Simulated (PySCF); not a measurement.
**A failing input for Cl5⁺**

```python
from pyscf import gto, dft

mol = gto.M(
    atom='Cl 0 0 0.3612; Cl 2.1669 0 -0.0903; Cl 0 2.1669 -0.0903; Cl -2.1669 0 -0.0903; Cl 0 -2.1669 -0.0903',
    basis='sto-3g',
    charge=1,
    spin=0,
    verbose=3,
)
mf = dft.UKS(mol, xc='b3lyp5')
mf = mf.density_fit(auxbasis='def2-universal-jkfit')
mf.level_shift = -0.2
mf.kernel()
mf.analyze()
print('orbital energies (hartree):', [e[max(0, n-3):n+3].round(4) for e, n in zip(mf.mo_energy, mol.nelec)])
```

```bash
$ OMP_NUM_THREADS=1 python input.py
```

The log, shortened:

```
[earlier lines left out]
MO #37  energy= -0.557717727036621 | -0.560200028099968 occ= 1 | 1
MO #38  energy= -0.529574054114515 | -0.526545887351414 occ= 1 | 1
MO #39  energy= -0.524694235739315 | -0.52382748016626  occ= 1 | 1
MO #40  energy= -0.519010689319041 | -0.519222162021833 occ= 1 | 1
MO #41  energy= -0.507497779942428 | -0.506231705495196 occ= 1 | 1
MO #42  energy= -0.501736443086189 | -0.500177636223011 occ= 1 | 1
MO #43  energy= -0.447244461618145 | -0.447484842124168 occ= 0 | 0
MO #44  energy= -0.424393252297666 | -0.424800182262199 occ= 0 | 0
MO #45  energy= -0.420615664689079 | -0.420384370415057 occ= 0 | 0

To work with the spin densities directly, `use mulliken_meta_spin()` only printing them here.

 ** Mulliken spin pop alpha/beta on meta-lowdin orthogonal AOs **
 ** Mulliken Spin Density (per atom)  **
spin density of  0 Cl =     -0.01299
spin density of  1 Cl =      0.01197
spin density of  2 Cl =      0.01929
spin density of  3 Cl =     -0.04863
spin density of  4 Cl =      0.03037
 ** Mulliken pop alpha/beta on meta-lowdin orthogonal AOs **
 ** Mulliken atomic charges   ( Nelec_alpha | Nelec_beta ) **
charge of  0Cl =      0.62774  (     8.17963      8.19263 )
charge of  1Cl =      0.27919  (     8.36639      8.35442 )
charge of  2Cl =      0.06312  (     8.47809      8.45880 )
charge of  3Cl =      0.04813  (     8.45162      8.50025 )
charge of  4Cl =     -0.01818  (     8.52427      8.49390 )

WARN: System has nonzero charge 1; the dipole moment is origin-dependent.
Location of origin: [0. 0. 0.]

Dipole moment(X, Y, Z, Debye):  2.50683,  0.86107,  0.69445
orbital energies (hartree): [array([-0.519 , -0.5075, -0.5017, -0.4472, -0.4244, -0.4206]), array([-0.5192, -0.5062, -0.5002, -0.4475, -0.4248, -0.4204])]
```

Question: Which setting is at fault, why, and what does a mended input give?

Answer: The level shift (hartree) (-0.2): a negative shift narrows the gap and lets the occupation swap. With this edit
```diff
- mf.level_shift = -0.2
```
the run finishes: E(SCF) = -2274.983428 Eh.

The basis is very small, so the numbers show the basis as much as the system. The dipole of an ion depends on the origin. No search for the lowest solution was made.
